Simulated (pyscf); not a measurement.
H₃Si–O–PH₂ + H₂ → PH₃ + HO–SiH₃, a four-centre exchange (singlet surface; O–P, H–H broken, H–P, H–O formed). Optimised with ωB97X-D3(BJ)/def2-SVP in PySCF. Energies in eV from the separated reactants.

GFN2-xTB: tblite. 

### Question
In single points GFN2-xTB puts the saddle at 2.16 eV and the reaction energy at +0.12 eV. Should these be trusted to within a few kcal/mol? Compare with ωB97M-D3(BJ)/def2-TZVP.

### Answer
ωB97M-D3(BJ)/def2-TZVP gives ΔE‡ = 2.60 eV and ΔE = -0.27 eV. GFN2-xTB lies 0.44 eV under it in the barrier and 0.39 eV over it in the reaction energy, so on this step it does not hold to within 0.13 eV. ωB97M-D3(BJ)/def2-TZVP has limits of its own. H₃Si–O–PH₂ lies 0.25 eV over its isomer HO–SiH₂–PH₂ (electronic energy, ωB97M-D3(BJ)/def2-TZVP). One saddle was located; it need not be the lowest between these sides.
